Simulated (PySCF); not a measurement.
Species: C3H6O.
Geometry (PBE0-D3(BJ)/def2-SVP, Å), atoms numbered from 1 in this order:
```
atom  x, y, z in Å
C1     1.3660   -0.3242   -0.3988
C2     0.7615    0.7790    0.0578
O3    -0.5279    0.9409    0.3904
C4    -1.3700   -0.1698    0.2551
H5     0.8476   -1.2704   -0.5608
H6     2.4322   -0.2849   -0.6231
H7     1.3111    1.7133    0.2091
H8    -2.3722    0.1454    0.5717
H9    -1.4121   -0.5195   -0.7920
H10   -1.0361   -1.0096    0.8907
```

Level: B3LYP/def2-SVPD in PySCF, non-relativistic, on one gas-phase PBE0-D3(BJ)/def2-SVP geometry that isn't relaxed in the solvent. The solvent is an IEF-PCM continuum (cavity from Bondi-type radii × 1.2), and excitations are vertical TDDFT with non-equilibrium linear response and a frozen core. Only the electrostatic response of the medium enters.

Gas-phase singlets (H = HOMO, L = LUMO):

| state | E (eV) | λ (nm) | f | leading configurations |
| --- | --- | --- | --- | --- |
| S1 | 6.146 | 202 | 0.041 | H→L 97% |
| S2 | 6.607 | 188 | 0.000 | H→L+2 97% |
| S3 | 7.046 | 176 | 0.287 | H→L+1 94% |
| S4 | 7.072 | 175 | 0.012 | H→L+3 97% |
| S5 | 7.558 | 164 | 0.006 | H→L+4 98% |

Give the list for chloroform (ε = 4.711), n² = 2.09.

```json
{"state": "S1", "E (eV)": "6.227", "λ (nm)": "199", "f": "0.055", "leading configurations": "H→L+1 97%", "change by rank (eV)": "+0.081"}
{"state": "S2", "E (eV)": "6.739", "λ (nm)": "184", "f": "0.004", "leading configurations": "H→L+2 97%", "change by rank (eV)": "+0.132"}
{"state": "S3", "E (eV)": "6.874", "λ (nm)": "180", "f": "0.361", "leading configurations": "H→L 95%", "change by rank (eV)": "-0.172"}
{"state": "S4", "E (eV)": "7.163", "λ (nm)": "173", "f": "0.015", "leading configurations": "H→L+3 97%", "change by rank (eV)": "+0.091"}
{"state": "S5", "E (eV)": "7.690", "λ (nm)": "161", "f": "0.007", "leading configurations": "H→L+4 97%", "change by rank (eV)": "+0.132"}
```

Give the list for dimethylsulfoxide (ε = 46.83), n² = 2.19.

```tsv
state	E (eV)	λ (nm)	f	leading configurations	change by rank (eV)
S1	6.253	198	0.055	H→L+1 97%	+0.107
S2	6.803	182	0.009	H→L+2 97%	+0.196
S3	6.868	181	0.365	H→L 95%	-0.178
S4	7.205	172	0.015	H→L+3 97%	+0.133
S5	7.747	160	0.007	H→L+4 97%	+0.189
```

The ground-state energy changes by -0.120 eV from gas to dimethylsulfoxide. By how much does the total energy of gas-phase S1 change?

E(S1) = E(S0) + excitation energy, so it changes by -0.120 + 0.107 = -0.013 eV: it is lowered less than the ground state, which is what a blue shift means. This is the vertical state, with the slow part of the continuum still set for S0.

How do the frontier levels move from gas to dimethylsulfoxide?

```
orbital  gas (eV)  solvent (eV)  change (eV)                   Löwdin shares, gas              Löwdin shares, solvent
 LUMO+2      1.10          1.23        +0.13    O3 23 %, C2 20 %, H7 18 %, H5 8 %  O3 26 %, H7 13 %, C2 13 %, H5 12 %
 LUMO+1      0.53          0.66        +0.13    C2 36 %, C1 33 %, O3 12 %, H5 6 %  C4 23 %, C1 17 %, C2 16 %, O3 10 %
   LUMO      0.51          0.50        -0.01  C4 28 %, C1 14 %, H10 10 %, H8 10 %   C2 36 %, C1 34 %, O3 12 %, H5 6 %
   HOMO     -6.54         -6.58        -0.04    C1 37 %, O3 25 %, C2 23 %, H5 4 %   C1 37 %, O3 25 %, C2 23 %, H5 4 %
 HOMO-1     -9.38         -9.34        +0.04    O3 48 %, C4 16 %, C2 10 %, C1 8 %   O3 45 %, C4 18 %, C2 10 %, C1 8 %
 HOMO-2     -9.63         -9.54        +0.09  O3 32 %, C4 22 %, C2 18 %, H10 10 %  O3 29 %, C4 24 %, C2 17 %, H9 10 %
 HOMO-3    -10.48        -10.38        +0.10   C1 30 %, C2 17 %, H5 14 %, H6 12 %  C1 29 %, C2 18 %, H5 14 %, H6 11 %
```

The HOMO–LUMO gap goes from 7.06 to 7.08 eV. Rows go by rank; for LUMO and LUMO+1 the atom shares or the degeneracy differ between the runs, so the row needn't follow one orbital.
